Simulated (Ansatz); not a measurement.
# AlCl− (doublet): from Hartree-Fock to the top rungs, aug-cc-pVTZ

An exercise on one series of results from a longer session: the logs are not shown, and one member is left open.

Computed with Ansatz 0.2.0, Gaussian basis. Level: aug-cc-pVTZ, core rule «outside noble gas», up to 10 orbitals frozen.

Plan: UHF; CCSD(T) on ROHF; CCSD(T) on UHF; BCCD(T) on ROHF; CCSDT(Q) on ROHF; CCSDT(Q) on UHF.

12 further runs of the same task are left out: 8 for a known fault of the program, 4 set aside as unsound or not needed.

### The geometry

The geometry is a PBE0/def2-TZVPD stationary point (not a proven minimum).

2 atoms, charge -1, spin multiplicity 2.

Atoms are counted from 1 here; the program's logs count them from 0.

Bond lengths: Al1–Cl2 2.304 Å.

The first run:

in.yaml reads:

```yaml
crystal:
  periodic: [false, false, false]
  atoms:
    - {symbol: Al, position_ang: [0.000000, 0.000000, 0.000000]}
    - {symbol: Cl, position_ang: [0.000000, 0.000000, 2.303900]}
basis:
  gaussian: {orbitals: aug-cc-pVTZ}
total_charge: -1
magnetization: {spin_polarized: true, initial_magnetization: 1}
hamiltonian: {xc: hf}
output: {orbitals: {seedname: orbitals}}
```

Started as:

```bash
$ ansatz run in.yaml --threads 1 --pin off --events-out ev --progress --plain --max-ram 4096MiB --backend cpu
```

Among the steps run: UHF; CCSD(T) on ROHF; CCSD(T) on UHF; BCCD(T) on ROHF; CCSDT(Q) on ROHF; CCSDT(Q) on UHF.

One of the session's tables, all rows but one given; the rest of the session is left out.

| method | from UCCSDT(Q) (kJ/mol) |
| --- | --- |
| ROHF | +785.6 |
| UHF | +777.6 |
| RMP2 | +106.7 |
| UMP2 | +108.7 |
| RCCSD | +39.3 |
| UCCSD | +38.7 |
| RCCSD(T) | +4.4 |
| UCCSD(T) | +4.4 |
| BCCD(T) | ? |
| RCCSDT | +1.8 |
| UCCSDT | +1.7 |
| RCCSDT(Q) | +0.1 |
| UCCSDT(Q) | 0 |

**Question.** Estimate the row for BCCD(T).

The run gave: from UCCSDT(Q) (kJ/mol): +4.3. In the column «from UCCSDT(Q) (kJ/mol)» it lies between RCCSDT (+1.8) and RCCSD(T) (+4.4).

To keep in mind: Restricted and unrestricted rows rest on different reference determinants; where their highest levels disagree by more than a few hundredths of an eV, they describe different states and don't form one ladder.
